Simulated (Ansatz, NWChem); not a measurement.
# P2H4 (diphosphine): the energy, rung by rung

P2H4: 6 atoms, total charge 0, spin state singlet. As SMILES, `PP`. The shape is that of a PBE0-D4/def2-TZVP optimisation. This is one conformer, not always the lowest. The run starts from this shape.

Each level gives the adiabatic ionisation energy (to the doublet cation, no zero-point term) (eV). The values are calculated.

```csv
level,kind,program,value (eV),CPU time (all runs)
HF/6-31G* (spherical functions),Hartree–Fock,NWChem,7.84,58 s
HF/6-31G* (Cartesian functions),Hartree–Fock,Ansatz,7.84,6.8 s
B3LYP/6-31G* (Cartesian functions),global hybrid,Ansatz,8.63,22 s
MP2/6-31G* (Cartesian functions),perturbation theory,Ansatz,8.27,9.5 s
```

The values span 7.84 to 8.63 eV. Times are those of the runs behind each value, whatever else they computed, on shared processors of several kinds: orders of magnitude only.
